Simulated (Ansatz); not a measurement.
We consider bcc Li, described by r²SCAN (PAW; Ansatz, a program for electronic structure).

A relaxed, unreconstructed slab of the (211) face has 12 atoms, two equal faces of 14.813 Å² each and an energy of -2460.6025 eV. A bulk cell of 6 atoms with the same orientation and in-plane k mesh has -1230.8031 eV. Energies are extrapolated to zero smearing.

Settings: plane-wave cutoff 500 eV, 12×18×1 k mesh (along the axes of the cell as run), Fermi–Dirac smearing 0.1 eV, scalar-relativistic PAW data made under PBE.

Worked out: γ = (E_slab − N E_bulk per atom)/2A = [-2460.6025 − 12 × (-1230.8031/6)]/(2 × 14.813) = 0.0339 eV/Å². With 16.022 J/m² per eV/Å² this is 0.54 J/m², or 0.50 eV per surface cell and face.
